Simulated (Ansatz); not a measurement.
# H₂O₂ (triplet): correlated methods under varied settings at distance O1–H3 along a hydrogen transfer = 0.892 Å

What do other methods and options give for H₂O₂ (triplet) at this geometry, and how long do they take?

Program: Ansatz 0.2.0, Gaussian basis. Level of theory: the settings change from run to run. These are calculated values, not measurements.

9 further runs of the same task are left out: 8 that didn't finish, 1 set aside as unsound or not needed.

### 1 The geometry

The geometry derives from fragments relaxed apart (PBE0/def2-TZVP) and kept rigid, so it is no stationary point. A hydrogen atom is moved between rigid fragments.

4 atoms, charge 0, spin multiplicity 3.

Atoms are counted from 1 here; the program's logs count them from 0.

Bond lengths: O1–H2 0.960 Å, O1–H3 0.892 Å. Angles: H2–O1–H3 105.1°.

### 2 CASSCF(4,7)/6-31G*

in.yaml

```yaml
crystal:
  periodic: [false, false, false]
  atoms:
    - {symbol: O, position_ang: [-1.204841, -0.027457, 0.000000]}
    - {symbol: H, position_ang: [-1.454151, 0.899119, 0.000000]}
    - {symbol: H, position_ang: [-0.312841, -0.027457, 0.000000]}
    - {symbol: O, position_ang: [1.316159, -0.027457, 0.000000]}
basis:
  gaussian: {orbitals: "6-31G*"}
magnetization: {spin_polarized: false, initial_magnetization: 2}
correlation: {active_space: {window: {electrons: 4, orbitals: 7}}}
```

On the command line:

```sh
$ ansatz run in.yaml --threads 1 --pin off --events-out ev --progress --plain --max-ram 2393MiB
```

The log of the run:

```text
Functional definition: HF
  name "HF"
  cite "Fock, Z. Phys. 61, 126 (1930) doi:10.1007/BF01340294"
  parent pbe
  exchange = exact_x
  correlation = 0
314 factors; integrals over basis functions are off by at most 6.7e-4 eV
mean field evaluation 1: about -4100.2794 eV, gradient 3.5e1 eV
mean field evaluation 2: about -4100.2819 eV, gradient 3.5e1 eV
mean field evaluation 4: about -4102.0485 eV, gradient 1.7e1 eV
mean field evaluation 8: about -4102.7717 eV, gradient 4.8e-1 eV
mean field evaluation 16: about -4102.7736 eV, gradient 2.0e-5 eV
mean field evaluation 32: about -4102.7735 eV, gradient 6.5e-2 eV
mean field evaluation 64: about -4102.6783 eV, gradient 2.0e-2 eV
mean field evaluation 96: about -4102.7690 eV, gradient 8.6e-1 eV
mean field evaluation 128: about -4102.7499 eV, gradient 4.2e-1 eV
mean field -4102.77356663 eV, -150.7741476139 hartree, gradient 2.4e-6 eV, S^2 2.000000; 11 other end points of the search recorded, 0 dependent functions left out
reference -4102.77356663 eV, -150.7741476139 hartree; 10, 8 occupied and 24, 26 virtual orbitals, 314 factors
state -4103.51211842 eV, -150.8012888917 hartree
Total energy: -4103.51211842 eV, -150.8012888917 hartree
```

It took 2.5 s on 1 thread of AMD EPYC 7R43, shared host.

From the report: 441 determinants; active occupations 1.98, 1.00, 1.00, 0.02, 0.00, 0.00, 0.00.

### 3 BCCD on UHF/6-31G*

in.yaml: that of step 2 with these lines changed.

```diff
@@ -9,3 +9,5 @@
   gaussian: {orbitals: "6-31G*"}
-magnetization: {spin_polarized: false, initial_magnetization: 2}
-correlation: {active_space: {window: {electrons: 4, orbitals: 7}}}
+magnetization: {spin_polarized: true, initial_magnetization: 2}
+correlation: {method: bccd, electrons: outside_noble_gas}
+scf: {lower_state_search: full}
+output: {forces: true}
```

The command is unchanged.

The log of the run, cut to the lines that bear on the results:

```text
Functional definition: HF
  name "HF"
  cite "Fock, Z. Phys. 61, 126 (1930) doi:10.1007/BF01340294"
  parent pbe
[...]
314 factors; integrals over basis functions are off by at most 6.7e-4 eV
[...]
mean field -4102.91602943 eV, -150.7793830250 hartree, gradient 2.2e-6 eV, S^2 2.006878; 16 other end points of the search recorded, 0 dependent functions left out
determinant -4102.91602943 eV, -150.7793830250 hartree, with singles and doubles -4111.24235863 eV, -151.0853699794 hartree
determinant -4102.82724304 eV, -150.7761201856 hartree, with singles and doubles -4111.18931223 eV, -151.0834205603 hartree
determinant -4102.80845277 eV, -150.7754296560 hartree, with singles and doubles -4111.16607051 eV, -151.0825664429 hartree
determinant -4102.91602943 eV, -150.7793830250 hartree, with singles and doubles -4111.24259865 eV, -151.0853788001 hartree
[...]
2 core orbitals not correlated: weight in the atoms' cores, before any rotation towards them, 1.000 or more for the frozen orbitals, at most 0.000 for the correlated occupied ones
reference -4102.91602943 eV, -150.7793830250 hartree; 8, 6 occupied and 24, 26 virtual orbitals, 314 factors
second order -7.66379403 eV of doubles, -0.00000000 eV of singles
cycle   1  -8.32062375 eV  change    5.9e-3 eV  update   2.8e-3
[...]
cycle  20  -8.31997570 eV  change   -4.2e-8 eV  update   2.9e-8
[...]
Total energy: -4111.23600513 eV, -151.0851364925 hartree
Atom 0 at    -1.204841    -0.027457     0.000000 Å, force    -5.582090    -0.264294     0.000000 eV/Å
Atom 1 at    -1.454151     0.899119     0.000000 Å, force    -0.241995     0.339563     0.000000 eV/Å
Atom 2 at    -0.312841    -0.027457     0.000000 Å, force     4.128784    -0.030805     0.000000 eV/Å
Atom 3 at     1.316159    -0.027457     0.000000 Å, force     1.695300    -0.044463     0.000000 eV/Å
Dipole moment:     0.377233     0.348866     0.000000 e Å
```

Wall time 5.5 s (1 thread of AMD EPYC 7R43, shared host).

From the report: ⟨S²⟩ of the determinant 2.007 (pure triplet: 2.00); correlation -8.3200 eV; largest double amplitude 0.04.

### 4 BCCD/6-31++G**

in.yaml: that of step 3 with these lines changed.

```diff
@@ -8,6 +8,6 @@
 basis:
-  gaussian: {orbitals: "6-31G*"}
+  gaussian: {orbitals: "6-31++G**"}
 magnetization: {spin_polarized: true, initial_magnetization: 2}
-correlation: {method: bccd, electrons: outside_noble_gas}
-scf: {lower_state_search: full}
-output: {forces: true}
+hamiltonian: {xc: {name: B3LYP}, pseudopotentials: {relativity: scalar}}
+correlation: {method: bccd, electrons: valence}
+scf: {lower_state_search: light}
```

The command is unchanged.

The log of the run, cut to the lines that bear on the results:

```text
Functional definition: B3LYP
  name "B3LYP"
  cite "Stephens, Devlin, Chabalowski & Frisch, J. Phys. Chem. 98, 11623 (1994) doi:10.1021/j100096a001"
  cite "Becke, Phys. Rev. A 38, 3098 (1988) doi:10.1103/PhysRevA.38.3098"
  cite "Lee, Yang & Parr, Phys. Rev. B 37, 785 (1988) doi:10.1103/PhysRevB.37.785"
  cite "Vosko, Wilk & Nusair, Can. J. Phys. 58, 1200 (1980) doi:10.1139/p80-159"
[...]
444 factors; integrals over basis functions are off by at most 1.4e-3 eV
[...]
mean field -4124.90101598 eV, -151.5873163789 hartree, gradient 1.2e-7 eV, S^2 2.004331; 4 other end points of the search recorded, 0 dependent functions left out
2 core orbitals not correlated: weight in the atoms' cores, before any rotation towards them, 1.000 or more for the frozen orbitals, at most 0.000 for the correlated occupied ones
reference -4105.59118350 eV, -150.8776931238 hartree; 8, 6 occupied and 40, 42 virtual orbitals, 444 factors
second order -8.66623723 eV of doubles, -0.38980249 eV of singles
cycle   1  -9.08975516 eV  change   -3.6e-2 eV  update   8.4e-2
[...]
cycle  38  -9.40598250 eV  change    5.6e-6 eV  update   8.2e-7
Total energy: -4114.99716600 eV, -151.2233566052 hartree
Relativity: scalar
```

Run time: 9 s. Hardware: 1 thread of AMD EPYC 7R43, shared host.

From the report: ⟨S²⟩ of the determinant 2.004 (pure triplet: 2.00); correlation -9.4060 eV; largest double amplitude 0.03.

### 5 MRCISD+Q(relaxed)(10,6)/STO-3G

in.yaml

```yaml
crystal:
  periodic: [false, false, false]
  atoms:
    - {symbol: O, position_ang: [-1.204841, -0.027457, 0.000000]}
    - {symbol: H, position_ang: [-1.454151, 0.899119, 0.000000]}
    - {symbol: H, position_ang: [-0.312841, -0.027457, 0.000000]}
    - {symbol: O, position_ang: [1.316159, -0.027457, 0.000000]}
basis:
  gaussian: {orbitals: STO-3G}
magnetization: {spin_polarized: false, initial_magnetization: 2}
correlation: {method: fic_mrcisd_q_relaxed, electrons: all, active_space: {window: {electrons: 10, orbitals: 6}}}
```

Same command.

The log of the run, cut to the lines that bear on the results:

```text
Functional definition: HF
  name "HF"
  cite "Fock, Z. Phys. 61, 126 (1930) doi:10.1007/BF01340294"
  parent pbe
[...]
157 factors; integrals over basis functions are off by at most 1.8e-5 eV
[...]
mean field -4047.75531756 eV, -148.7522642531 hartree, gradient 2.8e-6 eV, S^2 2.000000; 7 other end points of the search recorded, 0 dependent functions left out
reference -4047.75531756 eV, -148.7522642531 hartree; 10, 8 occupied and 2, 4 virtual orbitals, 157 factors
state -4047.75531767 eV, -148.7522642574 hartree
contracted CI cycle   1: correlation 0.00000000 eV, 0.0000000000 hartree, residual 8.61e0 eV
contracted CI cycle   2: correlation -1.15924603 eV, -0.0426015060 hartree, residual 1.92e0 eV
contracted CI cycle   3: correlation -1.21098073 eV, -0.0445027209 hartree, residual 5.46e-1 eV
contracted CI cycle   4: correlation -1.21387668 eV, -0.0446091453 hartree, residual 1.27e-1 eV
contracted CI cycle   5: correlation -1.21412735 eV, -0.0446183571 hartree, residual 5.24e-2 eV
contracted CI cycle   6: correlation -1.21416664 eV, -0.0446198011 hartree, residual 1.81e-2 eV
contracted CI cycle   7: correlation -1.21417226 eV, -0.0446200076 hartree, residual 7.10e-3 eV
contracted CI cycle   8: correlation -1.21417298 eV, -0.0446200341 hartree, residual 2.10e-3 eV
state -4047.75531767 eV, -148.7522642574 hartree; corrected -4048.99647100 eV, -148.7978758008 hartree
WARN: 4 active orbitals are nearly empty or full. The corrections depend on them more than the energy does, and are more stable in an active space without them
Total energy: -4048.99647100 eV, -148.7978758008 hartree
```

Wall time 0.75 s (1 thread of AMD EPYC 7R43, shared host).

From the report: 16 determinants; active occupations 2.00, 2.00, 2.00, 2.00, 1.00, 1.00. The report marks this result as in doubt.

### 6 CCSD(T) on UHF/cc-pVDZ

in.yaml

```yaml
crystal:
  periodic: [false, false, false]
  atoms:
    - {symbol: O, position_ang: [-1.204841, -0.027457, 0.000000]}
    - {symbol: H, position_ang: [-1.454151, 0.899119, 0.000000]}
    - {symbol: H, position_ang: [-0.312841, -0.027457, 0.000000]}
    - {symbol: O, position_ang: [1.316159, -0.027457, 0.000000]}
basis:
  gaussian: {orbitals: cc-pVDZ}
magnetization: {spin_polarized: true, initial_magnetization: 2}
correlation: {method: ccsd_t, electrons: outside_noble_gas}
scf: {lower_state_search: light}
output: {forces: true}
```

Launched as before.

The log of the run, cut to the lines that bear on the results:

```text
Functional definition: HF
  name "HF"
  cite "Fock, Z. Phys. 61, 126 (1930) doi:10.1007/BF01340294"
  parent pbe
[...]
343 factors; integrals over basis functions are off by at most 1.5e-3 eV
[...]
mean field -4103.60664174 eV, -150.8047625596 hartree, gradient 2.5e-6 eV, S^2 2.006082; 14 other end points of the search recorded, 0 dependent functions left out
determinant -4103.60664174 eV, -150.8047625596 hartree, with singles and doubles -4112.55384546 eV, -151.1335662314 hartree
determinant -4103.51201867 eV, -150.8012852259 hartree, with singles and doubles -4112.49357694 eV, -151.1313514042 hartree
determinant -4103.49291331 eV, -150.8005831167 hartree, with singles and doubles -4112.47005251 eV, -151.1304868975 hartree
determinant -4103.60664174 eV, -150.8047625596 hartree, with singles and doubles -4112.55445277 eV, -151.1335885496 hartree
[...]
2 core orbitals not correlated: weight in the atoms' cores, before any rotation towards them, 1.000 or more for the frozen orbitals, at most 0.000 for the correlated occupied ones
reference -4103.60664174 eV, -150.8047625596 hartree; 8, 6 occupied and 28, 30 virtual orbitals, 343 factors
second order -8.27966329 eV of doubles, -0.00000000 eV of singles
cycle   1  -8.94781171 eV  change   -6.9e-7 eV  update   2.1e-6
[...]
cycle   8  -8.94781086 eV  change   -9.4e-9 eV  update   3.8e-8
perturbative correction -0.11134011 eV, -0.0040916735 hartree
[...]
Total energy: -4112.66579271 eV, -151.1376802171 hartree
Atom 0 at    -1.204841    -0.027457     0.000000 Å, force    -5.580153    -0.290131     0.000000 eV/Å
Atom 1 at    -1.454151     0.899119     0.000000 Å, force    -0.022922     0.203151    -0.000000 eV/Å
Atom 2 at    -0.312841    -0.027457     0.000000 Å, force     4.132315     0.116555     0.000000 eV/Å
Atom 3 at     1.316159    -0.027457     0.000000 Å, force     1.470761    -0.029575    -0.000000 eV/Å
Dipole moment:     0.354040     0.311027     0.000000 e Å
```

Run time: 8.5 s. Hardware: 1 thread of AMD EPYC 7R43, shared host.

From the report: ⟨S²⟩ of the determinant 2.006 (pure triplet: 2.00); correlation -9.0592 eV; T1 0.009; largest double amplitude 0.04.

### 7 CASSCF(2,4)/cc-pVDZ

in.yaml: that of step 6 with these lines changed.

```diff
@@ -9,5 +9,3 @@
   gaussian: {orbitals: cc-pVDZ}
-magnetization: {spin_polarized: true, initial_magnetization: 2}
-correlation: {method: ccsd_t, electrons: outside_noble_gas}
-scf: {lower_state_search: light}
-output: {forces: true}
+magnetization: {spin_polarized: false, initial_magnetization: 2}
+correlation: {active_space: {window: {electrons: 2, orbitals: 4}}}
```

The command is unchanged.

The log of the run, cut to the lines that bear on the results:

```text
Functional definition: HF
  name "HF"
  cite "Fock, Z. Phys. 61, 126 (1930) doi:10.1007/BF01340294"
  parent pbe
[...]
343 factors; integrals over basis functions are off by at most 1.5e-3 eV
[...]
mean field -4103.46491116 eV, -150.7995540566 hartree, gradient 9.5e-6 eV, S^2 2.000000; 11 other end points of the search recorded, 0 dependent functions left out
reference -4103.46491116 eV, -150.7995540566 hartree; 10, 8 occupied and 28, 30 virtual orbitals, 343 factors
state -4103.57624731 eV, -150.8036455847 hartree
Total energy: -4103.57624731 eV, -150.8036455847 hartree
```

It took 1.8 s on 1 thread of AMD EPYC 7R43, shared host.

From the report: 16 determinants; active occupations 1.00, 1.00, 0.00, 0.00.

### 8 CCSDT on UHF/cc-pVDZ

in.yaml: that of step 7 with these lines changed.

```diff
@@ -9,3 +9,3 @@
   gaussian: {orbitals: cc-pVDZ}
-magnetization: {spin_polarized: false, initial_magnetization: 2}
-correlation: {active_space: {window: {electrons: 2, orbitals: 4}}}
+magnetization: {spin_polarized: true, initial_magnetization: 2}
+correlation: {method: ccsdt, electrons: outside_noble_gas}
```

The command is unchanged.

The log of the run, cut to the lines that bear on the results:

```text
Functional definition: HF
  name "HF"
  cite "Fock, Z. Phys. 61, 126 (1930) doi:10.1007/BF01340294"
  parent pbe
[...]
605 factors; integrals over basis functions are off by at most 2.1e-7 eV
[...]
mean field -4103.60667118 eV, -150.8047636415 hartree, gradient 2.5e-6 eV, S^2 2.006082; 14 other end points of the search recorded, 0 dependent functions left out
determinant -4103.60667118 eV, -150.8047636415 hartree, with singles and doubles -4112.55387949 eV, -151.1335674821 hartree
determinant -4103.51205804 eV, -150.8012866725 hartree, with singles and doubles -4112.49362193 eV, -151.1313530578 hartree
determinant -4103.49295266 eV, -150.8005845630 hartree, with singles and doubles -4112.47009723 eV, -151.1304885410 hartree
determinant -4103.60667118 eV, -150.8047636415 hartree, with singles and doubles -4112.55448675 eV, -151.1335897985 hartree
determinant -4103.51205804 eV, -150.8012866725 hartree, with singles and doubles -4112.49380007 eV, -151.1313596040 hartree
determinant -4103.49295266 eV, -150.8005845630 hartree, with singles and doubles -4112.47040527 eV, -151.1304998612 hartree
2 core orbitals not correlated: weight in the atoms' cores, before any rotation towards them, 1.000 or more for the frozen orbitals, at most 0.000 for the correlated occupied ones
reference -4103.60667118 eV, -150.8047636415 hartree; 8, 6 occupied and 28, 30 virtual orbitals, 605 factors
second order -8.27969689 eV of doubles, -0.00000000 eV of singles
cycle   1  -8.75100093 eV  change   -4.7e-1 eV  update   4.7e-2
[...]
cycle  27  -9.06787321 eV  change    3.7e-7 eV  update   1.7e-6
Total energy: -4112.67454439 eV, -151.1380018356 hartree
```

Wall time 21 s (1 thread of AMD EPYC 7R43, shared host); peak memory 0.25 GiB.

From the report: ⟨S²⟩ of the determinant 2.006 (pure triplet: 2.00); correlation -9.0679 eV; T1 0.011; largest double amplitude 0.04.

### 9 CCSDT(Q)/B on ROHF/6-31G

in.yaml: that of step 8 with these lines changed.

```diff
@@ -8,4 +8,5 @@
 basis:
-  gaussian: {orbitals: cc-pVDZ}
-magnetization: {spin_polarized: true, initial_magnetization: 2}
-correlation: {method: ccsdt, electrons: outside_noble_gas}
+  gaussian: {orbitals: 6-31G}
+magnetization: {spin_polarized: false, initial_magnetization: 2}
+correlation: {method: ccsdt_q_b, electrons: outside_noble_gas}
+output: {forces: true}
```

The command is unchanged.

The log of the run, cut to the lines that bear on the results:

```text
Functional definition: HF
  name "HF"
  cite "Fock, Z. Phys. 61, 126 (1930) doi:10.1007/BF01340294"
  parent pbe
[...]
374 factors; integrals over basis functions are off by at most 5.1e-8 eV
[...]
mean field -4102.00477836 eV, -150.7458951659 hartree, gradient 5.4e-6 eV, S^2 2.000000; 13 other end points of the search recorded, 0 dependent functions left out
[...]
determinant -4102.00477836 eV, -150.7458951659 hartree, with singles and doubles -4107.22392655 eV, -150.9376953244 hartree
determinant -4101.91539288 eV, -150.7426103102 hartree, with singles and doubles -4107.18120174 eV, -150.9361252165 hartree
determinant -4101.90078986 eV, -150.7420736591 hartree, with singles and doubles -4107.16156439 eV, -150.9354035573 hartree
determinant -4102.00477836 eV, -150.7458951659 hartree, with singles and doubles -4107.22471246 eV, -150.9377242060 hartree
[...]
2 core orbitals not correlated: weight in the atoms' cores, before any rotation towards them, 1.000 or more for the frozen orbitals, at most 0.000 for the correlated occupied ones
reference -4102.00477836 eV, -150.7458951659 hartree; 8, 6 occupied and 12, 14 virtual orbitals, 374 factors
second order -4.75626618 eV of doubles, -0.03907143 eV of singles
cycle   1  -5.04290410 eV  change   -2.5e-1 eV  update   4.5e-2
[...]
cycle  45  -5.26431156 eV  change    4.5e-9 eV  update   2.3e-8
perturbative correction -0.01188456 eV, -0.0004367496 hartree
[...]
Total energy: -4107.28097447 eV, -150.9397917969 hartree
Atom 0 at    -1.204841    -0.027457     0.000000 Å, force    -5.311819    -0.108697     0.000000 eV/Å
Atom 1 at    -1.454151     0.899119     0.000000 Å, force    -0.912809     0.738807    -0.000000 eV/Å
Atom 2 at    -0.312841    -0.027457     0.000000 Å, force     4.386273    -0.569008    -0.000000 eV/Å
Atom 3 at     1.316159    -0.027457     0.000000 Å, force     1.838354    -0.061103    -0.000000 eV/Å
Dipole moment:     0.417738     0.412083     0.000000 e Å
```

Wall time 65 s (1 thread of AMD EPYC 7R43, shared host); peak memory 0.56 GiB.

From the report: correlation -5.2762 eV; T1 0.023; largest double amplitude 0.04.

### 10 All runs side by side

Where basis and cores are those of an earlier UCCSDT(Q)/cc-pVDZ run (-4112.6888 eV), and the state is the same kind, the miss against it is given. † marks a result that the program doubts.

```csv
level,correlated,functions,energy (eV),from UCCSDT(Q) (meV),time
"CASSCF(4,7)/6-31G*",,34,-4103.5121,,2.5 s
BCCD on UHF/6-31G*,outside noble gas,34,-4111.2360,,5.5 s
"BCCD/6-31++G** (on B3LYP orbitals, relativity set)",valence,50,-4114.9972,,9 s
"MRCISD+Q(relaxed)(10,6)/STO-3G †",all,12,-4048.9965,,0.75 s
CCSD(T) on UHF/cc-pVDZ,outside noble gas,38,-4112.6658,23.0,8.5 s
"CASSCF(2,4)/cc-pVDZ",,38,-4103.5762,9112.6,1.8 s
CCSDT on UHF/cc-pVDZ,outside noble gas,38,-4112.6745,14.3,21 s
CCSDT(Q)/B on ROHF/6-31G,outside noble gas,22,-4107.2810,,65 s
```

### 11 Results

| quantity | value |
| --- | --- |
| runs | 8 |
| quickest | MRCISD+Q(relaxed)(10,6)/STO-3G †, 0.75 s |
| slowest | CCSDT(Q)/B on ROHF/6-31G, 65 s |

What this shows: Total energies in different bases, with other cores or another treatment of relativity can't be set against each other. CCSDT(Q)/B on ROHF/6-31G took 87 times as long as MRCISD+Q(relaxed)(10,6)/STO-3G †; the jobs differ in more than the method. Among the correlated runs with a miss given, it spans +14 to +23 meV. Hartree-Fock, CASSCF and CASCI lack dynamic correlation by design.
